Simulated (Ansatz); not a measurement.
We consider trigonal Se, described by r²SCAN (Ansatz, an electronic-structure program, PAW).

Run with plane-wave cutoff 560 eV, 12×12×8 k mesh (along the axes of the cell as run), Fermi–Dirac smearing 0.01 eV, scalar-relativistic PAW data made under PBE.

Properties against volume:

Shape and atoms are relaxed at each volume.

```tsv
V (Å³/atom)	P (GPa)	direct gap at Γ (eV)	smallest gap on the k mesh (eV)	c (Å)
28.063	0.43	2.572	1.219	5.007
28.648	0.20	2.614	1.273	4.999
29.233	0.00	2.656	1.325	4.992
29.817	-0.15	2.699	1.376	4.985
30.402	-0.29	2.740	1.425	4.979
```

The fundamental gap (1.32 eV at the equilibrium volume, with added k points) lies elsewhere than Γ–Γ.

Note: for a layered or molecular solid the relaxed cell lies over 5 % above the published volume, where the minimum can be shallow; the cell comes from a level without a dispersion term, which matters for the spacing of layers, chains or molecules; the bulk modulus comes from volumes at which shape and atoms were relaxed.

Spin–orbit coupling is not included.
